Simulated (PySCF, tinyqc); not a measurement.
Worked calculation (part 2 of 2): RHF in the sto-6g basis, for BH, spin multiplicity 1. The lowest restricted solution is unstable here: a spin-polarised one lies 0.0148 hartree lower (PySCF). Computed by tinyqc, a small Python program that keeps every step (integrals from PySCF). Command: `OMP_NUM_THREADS=1 python tinyqc.py 23924 23925 out.jsonl` (the two numbers bound the seeds that draw the settings). One thread of a shared host (Intel(R) Xeon(R) Processor @ 2.60GHz), about 0.1 s of CPU time with the checks.

Geometry (angstrom):
```
atom         x         y         z
B     0.000000  0.000000  0.000000
H     0.000000  0.000000  1.113000
```

## Iteration 3: diagonalisation and new density

extrapolated F (hartree), order 1B 1s, 1B 2s, 1B 2px, 1B 2py, 1B 2pz, 2H 1s:
$$\begin{pmatrix}
-7.427978 & -2.080284 & 0.000000 & 0.000000 & -0.025040 & -0.655315 \\
-2.080284 & -0.990929 & 0.000000 & 0.000000 & -0.083221 & -0.609038 \\
0.000000 & 0.000000 & 0.267694 & 0.000000 & 0.000000 & 0.000000 \\
0.000000 & 0.000000 & 0.000000 & 0.267694 & 0.000000 & 0.000000 \\
-0.025040 & -0.083221 & 0.000000 & 0.000000 & -0.171026 & -0.440035 \\
-0.655315 & -0.609038 & 0.000000 & 0.000000 & -0.440035 & -0.491103
\end{pmatrix}$$

X, order 1B 1s, 1B 2s, 1B 2px, 1B 2py, 1B 2pz, 2H 1s:
$$\begin{pmatrix}
0.218084 & 0.807500 & 0.000000 & 0.000000 & 0.589322 & 0.189635 \\
-1.023739 & -0.552573 & 0.000000 & 0.000000 & 0.410040 & 0.400194 \\
0.000000 & 0.000000 & -0.394898 & 0.918725 & 0.000000 & 0.000000 \\
0.000000 & 0.000000 & 0.918725 & 0.394898 & 0.000000 & 0.000000 \\
-0.938276 & 0.505420 & 0.000000 & 0.000000 & -0.562132 & 0.333127 \\
1.347334 & -0.198592 & 0.000000 & 0.000000 & -0.175297 & 0.505371
\end{pmatrix}$$

D after iteration 2, order 1B 1s, 1B 2s, 1B 2px, 1B 2py, 1B 2pz, 2H 1s:
$$\begin{pmatrix}
2.138234 & -0.496810 & 0.000000 & 0.000000 & 0.131219 & -0.071594 \\
-0.496810 & 1.930820 & 0.000000 & 0.000000 & -0.629523 & -0.030370 \\
0.000000 & 0.000000 & 0.028864 & 0.000000 & 0.000000 & 0.000000 \\
0.000000 & 0.000000 & 0.000000 & 0.028864 & 0.000000 & 0.000000 \\
0.131219 & -0.629523 & 0.000000 & 0.000000 & 0.705029 & 0.608905 \\
-0.071594 & -0.030370 & 0.000000 & 0.000000 & 0.608905 & 0.850135
\end{pmatrix}$$

overlap S, order 1B 1s, 1B 2s, 1B 2px, 1B 2py, 1B 2pz, 2H 1s:
$$\begin{pmatrix}
1.000000 & 0.264891 & 0.000000 & 0.000000 & 0.000000 & 0.082101 \\
0.264891 & 1.000000 & 0.000000 & 0.000000 & 0.000000 & 0.516535 \\
0.000000 & 0.000000 & 1.000000 & 0.000000 & 0.000000 & 0.000000 \\
0.000000 & 0.000000 & 0.000000 & 1.000000 & 0.000000 & 0.000000 \\
0.000000 & 0.000000 & 0.000000 & 0.000000 & 1.000000 & 0.512711 \\
0.082101 & 0.516535 & 0.000000 & 0.000000 & 0.512711 & 1.000000
\end{pmatrix}$$

Diagonalise F' = X^T F X, C = X C', fill 3 alpha and 3 beta electrons from the bottom; D = 2 C_occ C_occ^T; the new density keeps 0.3 of the old one (damping). Each column has its largest component positive (the first on a tie).

F' = X^T F X (hartree):
$$\begin{pmatrix}
0.752950 & -0.406237 & 0.000000 & 0.000000 & -0.122976 & -0.139387 \\
-0.406237 & -3.161734 & 0.000000 & 0.000000 & -3.179424 & -1.470295 \\
0.000000 & 0.000000 & 0.267694 & 0.000000 & 0.000000 & 0.000000 \\
0.000000 & 0.000000 & 0.000000 & 0.267694 & 0.000000 & 0.000000 \\
-0.122976 & -3.179424 & 0.000000 & 0.000000 & -3.629678 & -1.670629 \\
-0.139387 & -1.470295 & 0.000000 & 0.000000 & -1.670629 & -1.431452
\end{pmatrix}$$

orbital energies (hartree): MO1 -7.430173, MO2 -0.612213, MO3 -0.244399, MO4 0.267694, MO5 0.267694, MO6 0.816871

coefficients C, order 1B 1s, 1B 2s, 1B 2px, 1B 2py, 1B 2pz, 2H 1s:
$$\begin{pmatrix}
0.994920 & -0.194728 & -0.195946 & 0.000000 & 0.000000 & 0.129224 \\
0.020542 & 0.520156 & 0.811430 & 0.000000 & 0.000000 & -0.867331 \\
0.000000 & 0.000000 & 0.000000 & 0.969665 & -0.244438 & 0.000000 \\
0.000000 & 0.000000 & 0.000000 & 0.244438 & 0.969665 & 0.000000 \\
0.006571 & 0.239936 & -0.586164 & 0.000000 & 0.000000 & -1.077765 \\
-0.006256 & 0.534658 & -0.335623 & 0.000000 & 0.000000 & 1.319975
\end{pmatrix}$$

D after iteration 3, order 1B 1s, 1B 2s, 1B 2px, 1B 2py, 1B 2pz, 2H 1s:
$$\begin{pmatrix}
2.134121 & -0.484830 & 0.000000 & 0.000000 & 0.143906 & -0.083881 \\
-0.484830 & 1.880410 & 0.000000 & 0.000000 & -0.679825 & -0.001211 \\
0.000000 & 0.000000 & 0.008659 & 0.000000 & 0.000000 & 0.000000 \\
0.000000 & 0.000000 & 0.000000 & 0.008659 & 0.000000 & 0.000000 \\
0.143906 & -0.679825 & 0.000000 & 0.000000 & 0.773189 & 0.637633 \\
-0.083881 & -0.001211 & 0.000000 & 0.000000 & 0.637633 & 0.812997
\end{pmatrix}$$

Within a degenerate level the vectors are fixed only up to a rotation; this is one choice.

## Iteration 4: building the Fock matrix

core Hamiltonian H = T + V (hartree), order 1B 1s, 1B 2s, 1B 2px, 1B 2py, 1B 2pz, 2H 1s:
$$\begin{pmatrix}
-12.919929 & -3.204008 & 0.000000 & 0.000000 & -0.022325 & -1.005250 \\
-3.204008 & -3.828487 & 0.000000 & 0.000000 & -0.176180 & -1.907966 \\
0.000000 & 0.000000 & -3.032795 & 0.000000 & 0.000000 & 0.000000 \\
0.000000 & 0.000000 & 0.000000 & -3.032795 & 0.000000 & 0.000000 \\
-0.022325 & -0.176180 & 0.000000 & 0.000000 & -3.167798 & -1.675693 \\
-1.005250 & -1.907966 & 0.000000 & 0.000000 & -1.675693 & -2.801738
\end{pmatrix}$$

Two-electron integrals (ij|kl) in chemists' order, unique and non-zero (hartree):
```
(11|11) 2.924993   (21|11) 0.480756   (21|21) 0.099484   (22|11) 0.743449
(22|21) 0.188967   (22|22) 0.544922   (31|31) 0.021096   (32|31) 0.030854
(32|32) 0.120443   (33|11) 0.743450   (33|21) 0.188967   (33|22) 0.544922
(33|33) 0.587109   (41|41) 0.021096   (42|41) 0.030854   (42|42) 0.120443
(43|43) 0.031641   (44|11) 0.743450   (44|21) 0.188967   (44|22) 0.544922
(44|33) 0.523827   (44|44) 0.587109   (51|51) 0.021096   (52|51) 0.030854
(52|52) 0.120443   (53|53) 0.031641   (54|54) 0.031641   (55|11) 0.743450
(55|21) 0.188967   (55|22) 0.544922   (55|33) 0.523827   (55|44) 0.523827
(55|55) 0.587109   (61|11) 0.155621   (61|21) 0.031124   (61|22) 0.058387
(61|33) 0.058068   (61|44) 0.058068   (61|51) 0.002433   (61|52) 0.004571
(61|55) 0.059023   (61|61) 0.010102   (62|11) 0.319396   (62|21) 0.082233
(62|22) 0.254878   (62|33) 0.248209   (62|44) 0.248209   (62|51) 0.009577
(62|52) 0.052830   (62|55) 0.268214   (62|61) 0.027126   (62|62) 0.155288
(63|31) 0.009339   (63|32) 0.040565   (63|53) 0.010311   (63|63) 0.018788
(64|41) 0.009339   (64|42) 0.040565   (64|54) 0.010311   (64|64) 0.018788
(65|11) 0.281455   (65|21) 0.073601   (65|22) 0.240446   (65|33) 0.227701
(65|44) 0.227701   (65|51) 0.016807   (65|52) 0.086499   (65|55) 0.265935
(65|61) 0.025728   (65|62) 0.172222   (65|65) 0.205786   (66|11) 0.465131
(66|21) 0.122319   (66|22) 0.422991   (66|33) 0.397814   (66|44) 0.397814
(66|51) 0.019016   (66|52) 0.132464   (66|55) 0.473344   (66|61) 0.041602
(66|62) 0.315703   (66|65) 0.383149   (66|66) 0.774999
```

nuclear repulsion = 2.37725611 hartree

J_ij = sum D_kl (ij|kl), K_ij = sum D_kl (ik|jl); F = H + J - 0.5 K; E = tr D H + tr D J / 2 - 0.25 tr D K + E_nn.

Coulomb J (hartree), order 1B 1s, 1B 2s, 1B 2px, 1B 2py, 1B 2pz, 2H 1s:
$$\begin{pmatrix}
8.472012 & 1.622125 & 0.000000 & 0.000000 & 0.000583 & 0.517723 \\
1.622125 & 3.498930 & 0.000000 & 0.000000 & 0.062227 & 1.695140 \\
0.000000 & 0.000000 & 3.446150 & 0.000000 & 0.000000 & 0.000000 \\
0.000000 & 0.000000 & 0.000000 & 3.446150 & 0.000000 & 0.000000 \\
0.000583 & 0.062227 & 0.000000 & 0.000000 & 3.604487 & 1.647415 \\
0.517723 & 1.695140 & 0.000000 & 0.000000 & 1.647415 & 2.978622
\end{pmatrix}$$

exchange K (hartree), order 1B 1s, 1B 2s, 1B 2px, 1B 2py, 1B 2pz, 2H 1s:
$$\begin{pmatrix}
5.965001 & 0.998540 & 0.000000 & 0.000000 & 0.005944 & 0.336575 \\
0.998540 & 1.328175 & 0.000000 & 0.000000 & -0.061837 & 0.794683 \\
0.000000 & 0.000000 & 0.298166 & 0.000000 & 0.000000 & 0.000000 \\
0.000000 & 0.000000 & 0.000000 & 0.298166 & 0.000000 & 0.000000 \\
0.005944 & -0.061837 & 0.000000 & 0.000000 & 1.199491 & 0.813653 \\
0.336575 & 0.794683 & 0.000000 & 0.000000 & 0.813653 & 1.330885
\end{pmatrix}$$

Fock matrix F (hartree), order 1B 1s, 1B 2s, 1B 2px, 1B 2py, 1B 2pz, 2H 1s:
$$\begin{pmatrix}
-7.430417 & -2.081152 & 0.000000 & 0.000000 & -0.024714 & -0.655814 \\
-2.081152 & -0.993645 & 0.000000 & 0.000000 & -0.083034 & -0.610168 \\
0.000000 & 0.000000 & 0.264272 & 0.000000 & 0.000000 & 0.000000 \\
0.000000 & 0.000000 & 0.000000 & 0.264272 & 0.000000 & 0.000000 \\
-0.024714 & -0.083034 & 0.000000 & 0.000000 & -0.163057 & -0.435104 \\
-0.655814 & -0.610168 & 0.000000 & 0.000000 & -0.435104 & -0.488559
\end{pmatrix}$$

total energy of this density = -24.99243091 hartree

This density is a damped mixture and is not idempotent, and it still holds part of the atomic start, so its energy may lie below the converged one.

## Iteration 4: DIIS over 4 matrices

error matrix X^T (FDS - SDF) X:
$$\begin{pmatrix}
0.000000 & 0.014922 & 0.000000 & 0.000000 & -0.001724 & 0.003374 \\
-0.014922 & 0.000000 & 0.000000 & 0.000000 & 0.000974 & -0.016271 \\
0.000000 & 0.000000 & 0.000000 & 0.000000 & 0.000000 & 0.000000 \\
0.000000 & 0.000000 & 0.000000 & 0.000000 & 0.000000 & 0.000000 \\
0.001724 & -0.000974 & 0.000000 & 0.000000 & 0.000000 & -0.008033 \\
-0.003374 & 0.016271 & 0.000000 & 0.000000 & 0.008033 & 0.000000
\end{pmatrix}$$

B (overlaps of the stored error matrices):
$$\begin{pmatrix}
1.0457237e+00 & 3.2919841e-01 & 1.0295684e-01 & 3.1101430e-02 \\
3.2919841e-01 & 1.1099299e-01 & 3.6131648e-02 & 1.0959924e-02 \\
1.0295684e-01 & 3.6131648e-02 & 1.2098633e-02 & 3.6970008e-03 \\
3.1101430e-02 & 1.0959924e-02 & 3.6970008e-03 & 1.1344949e-03
\end{pmatrix}$$

Minimise |sum c_i e_i|^2 with sum c_i = 1: solve [B -1; -1 0][c; lambda] = [0; -1] with B_ij = tr e_i^T e_j, and take F = sum c_i F_i.

DIIS coefficients: [-0.022205, 0.202693, -0.960183, 1.779694]

extrapolated F (hartree), order 1B 1s, 1B 2s, 1B 2px, 1B 2py, 1B 2pz, 2H 1s:
$$\begin{pmatrix}
-7.430940 & -2.081067 & 0.000000 & 0.000000 & -0.025255 & -0.655513 \\
-2.081067 & -0.991250 & 0.000000 & 0.000000 & -0.082298 & -0.609439 \\
0.000000 & 0.000000 & 0.266430 & 0.000000 & 0.000000 & 0.000000 \\
0.000000 & 0.000000 & 0.000000 & 0.266430 & 0.000000 & 0.000000 \\
-0.025255 & -0.082298 & 0.000000 & 0.000000 & -0.170848 & -0.439210 \\
-0.655513 & -0.609439 & 0.000000 & 0.000000 & -0.439210 & -0.491384
\end{pmatrix}$$

## Iteration 4: diagonalisation and new density

As before.

F' = X^T F X (hartree):
$$\begin{pmatrix}
0.753234 & -0.405344 & 0.000000 & 0.000000 & -0.123270 & -0.140282 \\
-0.405344 & -3.163911 & 0.000000 & 0.000000 & -3.180250 & -1.470626 \\
0.000000 & 0.000000 & 0.266430 & 0.000000 & 0.000000 & 0.000000 \\
0.000000 & 0.000000 & 0.000000 & 0.266430 & 0.000000 & 0.000000 \\
-0.123270 & -3.180250 & 0.000000 & 0.000000 & -3.631113 & -1.671758 \\
-0.140282 & -1.470626 & 0.000000 & 0.000000 & -1.671758 & -1.431484
\end{pmatrix}$$

orbital energies (hartree): MO1 -7.433137, MO2 -0.612046, MO3 -0.244857, MO4 0.266430, MO5 0.266430, MO6 0.816765

coefficients C, order 1B 1s, 1B 2s, 1B 2px, 1B 2py, 1B 2pz, 2H 1s:
$$\begin{pmatrix}
0.994920 & -0.194911 & -0.195526 & 0.000000 & 0.000000 & 0.129582 \\
0.020551 & 0.520636 & 0.809930 & 0.000000 & 0.000000 & -0.868444 \\
0.000000 & 0.000000 & 0.000000 & 0.070086 & 0.997541 & 0.000000 \\
0.000000 & 0.000000 & 0.000000 & 0.997541 & -0.070086 & 0.000000 \\
0.006613 & 0.238112 & -0.587408 & 0.000000 & 0.000000 & -1.077491 \\
-0.006291 & 0.535291 & -0.335356 & 0.000000 & 0.000000 & 1.319787
\end{pmatrix}$$

D after iteration 4, order 1B 1s, 1B 2s, 1B 2px, 1B 2py, 1B 2pz, 2H 1s:
$$\begin{pmatrix}
2.132757 & -0.480599 & 0.000000 & 0.000000 & 0.148204 & -0.088195 \\
-0.480599 & 1.862583 & 0.000000 & 0.000000 & -0.696263 & 0.009363 \\
0.000000 & 0.000000 & 0.002598 & 0.000000 & 0.000000 & 0.000000 \\
0.000000 & 0.000000 & 0.000000 & 0.002598 & 0.000000 & 0.000000 \\
0.148204 & -0.696263 & 0.000000 & 0.000000 & 0.794462 & 0.645462 \\
-0.088195 & 0.009363 & 0.000000 & 0.000000 & 0.645462 & 0.802554
\end{pmatrix}$$

Within a degenerate level the vectors are fixed only up to a rotation; this is one choice.

## Iteration 20 (converged): orbitals

converged F (hartree), order 1B 1s, 1B 2s, 1B 2px, 1B 2py, 1B 2pz, 2H 1s:
$$\begin{pmatrix}
-7.430815 & -2.081040 & 0.000000 & 0.000000 & -0.025270 & -0.655509 \\
-2.081040 & -0.991172 & 0.000000 & 0.000000 & -0.082338 & -0.609473 \\
0.000000 & 0.000000 & 0.266513 & 0.000000 & 0.000000 & 0.000000 \\
0.000000 & 0.000000 & 0.000000 & 0.266513 & 0.000000 & 0.000000 \\
-0.025270 & -0.082338 & 0.000000 & 0.000000 & -0.171006 & -0.439328 \\
-0.655509 & -0.609473 & 0.000000 & 0.000000 & -0.439328 & -0.491506
\end{pmatrix}$$

Diagonalise F' = X^T F X, C = X C', fill 3 alpha and 3 beta electrons from the bottom; D = 2 C_occ C_occ^T. Each column has its largest component positive (the first on a tie).

F' = X^T F X (hartree):
$$\begin{pmatrix}
0.753273 & -0.405265 & 0.000000 & 0.000000 & -0.123304 & -0.140311 \\
-0.405265 & -3.163850 & 0.000000 & 0.000000 & -3.180190 & -1.470647 \\
0.000000 & 0.000000 & 0.266513 & 0.000000 & 0.000000 & 0.000000 \\
0.000000 & 0.000000 & 0.000000 & 0.266513 & 0.000000 & 0.000000 \\
-0.123304 & -3.180190 & 0.000000 & 0.000000 & -3.631088 & -1.671643 \\
-0.140311 & -1.470647 & 0.000000 & 0.000000 & -1.671643 & -1.431577
\end{pmatrix}$$

orbital energies (hartree): MO1 -7.433012, MO2 -0.612128, MO3 -0.244870, MO4 0.266513, MO5 0.266513, MO6 0.816768

coefficients C, order 1B 1s, 1B 2s, 1B 2px, 1B 2py, 1B 2pz, 2H 1s:
$$\begin{pmatrix}
0.994920 & -0.194848 & -0.195576 & 0.000000 & 0.000000 & 0.129603 \\
0.020552 & 0.520363 & 0.810027 & 0.000000 & 0.000000 & -0.868517 \\
0.000000 & 0.000000 & 0.000000 & -0.384786 & 0.923006 & 0.000000 \\
0.000000 & 0.000000 & 0.000000 & 0.923006 & 0.384786 & 0.000000 \\
0.006616 & 0.238276 & -0.587417 & 0.000000 & 0.000000 & -1.077450 \\
-0.006291 & 0.535423 & -0.335084 & 0.000000 & 0.000000 & 1.319802
\end{pmatrix}$$

D after iteration 20, order 1B 1s, 1B 2s, 1B 2px, 1B 2py, 1B 2pz, 2H 1s:
$$\begin{pmatrix}
2.132162 & -0.478731 & 0.000000 & 0.000000 & 0.150079 & -0.090102 \\
-0.478731 & 1.854687 & 0.000000 & 0.000000 & -0.703395 & 0.014116 \\
0.000000 & 0.000000 & 0.000000 & 0.000000 & 0.000000 & 0.000000 \\
0.000000 & 0.000000 & 0.000000 & 0.000000 & 0.000000 & 0.000000 \\
0.150079 & -0.703395 & 0.000000 & 0.000000 & 0.803756 & 0.648742 \\
-0.090102 & 0.014116 & 0.000000 & 0.000000 & 0.648742 & 0.797997
\end{pmatrix}$$

Within a degenerate level the vectors are fixed only up to a rotation; this is one choice.

## Convergence

Stop when the energy changes by less than 1e-10 hartree and every element of the error matrix X^T (F D S - S D F) X is below 3e-06.

Course of the cycle:
```
iteration   E (hartree)     change  largest element of the error matrix
1          -25.04461233          -                             5.80e-01
2          -24.96844610   7.62e-02                             1.79e-01
3          -24.98389364  -1.54e-02                             5.45e-02
4          -24.99243091  -8.54e-03                             1.63e-02
5          -24.99540602  -2.98e-03                             4.89e-03
6          -24.99633795  -9.32e-04                             1.47e-03
7          -24.99662114  -2.83e-04                             4.41e-04
8          -24.99670643  -8.53e-05                             1.32e-04
9          -24.99673204  -2.56e-05                             3.97e-05
10         -24.99673973  -7.69e-06                             1.19e-05
11         -24.99674203  -2.31e-06                             3.57e-06
12         -24.99674273  -6.92e-07                             1.07e-06
13         -24.99674293  -2.08e-07                             3.21e-07
14         -24.99674300  -6.23e-08                             9.64e-08
15         -24.99674301  -1.87e-08                             2.89e-08
16         -24.99674302  -5.60e-09                             8.67e-09
17         -24.99674302  -1.68e-09                             2.60e-09
18         -24.99674302  -5.04e-10                             7.81e-10
19         -24.99674302  -1.51e-10                             2.34e-10
20         -24.99674302  -4.54e-11                             7.02e-11
```

PySCF RHF in the same basis = -24.99674302 hartree

Converged in 20 iterations.

## Populations, bond orders and dipole

Mulliken: Z minus the diagonal of D S on the atom; Loewdin: the same with S^(1/2) D S^(1/2); Mayer order: 2 sum_s sum (D(s) S)_ij (D(s) S)_ji over the two atoms.

Charges (e):
```
atom   Mulliken    Loewdin
1B     0.130507   0.103876
2H    -0.130507  -0.103876
```

Mayer bond orders:
```
pair     order
2-1   0.982968
```

dipole moment about the origin, x y z (debye): [0.000000, 0.000000, 1.163876]
